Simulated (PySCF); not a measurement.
SMILES [H]/P=C(/F)C=C, C₃H₄FP

Cartesian coordinates in Å; atom numbers follow the order of the lines, from 1:
```xyz
9

C    -1.582   -0.306   -0.008
C    -0.285   -0.355   -0.350
C     0.765    0.253    0.442
F     0.317    0.871    1.538
P     2.441    0.276    0.165
H    -1.906    0.205    0.901
H    -2.346   -0.777   -0.631
H     0.036   -0.869   -1.260
H     2.330   -0.479   -1.044
```

Theory: GIAO B3LYP/MINI magnetisability, rotational g tensor and spin-rotation constants, non-relativistic, gas phase in PySCF. Geometry: PBE0-D3(BJ)/def2-SVP.

(1) Give the nuclear spin-rotation constants along the inertial axes (H = +C I·J) beside the isotropic shieldings.

Results:

(1) Rotational constants 8.9540, 2.6195, 2.0266 GHz. A star marks the isotopologue with that one atom substituted, in its own axes.
```csv
atom,isotope,Caa (kHz),Cbb (kHz),Ccc (kHz),mean (kHz),σ (ppm)
F4,19F,17.876,8.429,-0.966,8.446,192.0
P5,31P,11.977,5.971,1.266,6.405,380.4
H6,1H,-0.885,0.178,-0.275,-0.328,24.0
H7,1H,0.033,-0.100,-0.270,-0.112,24.0
H8,1H,-0.981,0.255,-0.271,-0.332,22.8
H9,1H,-0.970,0.178,-0.259,-0.350,24.9
C1,13C*,2.661,0.736,0.122,1.173,114.4
C2,13C*,2.347,0.912,0.182,1.147,101.6
C3,13C*,2.633,1.463,0.278,1.458,39.0
```
For the geometry as given, no vibrational averaging.
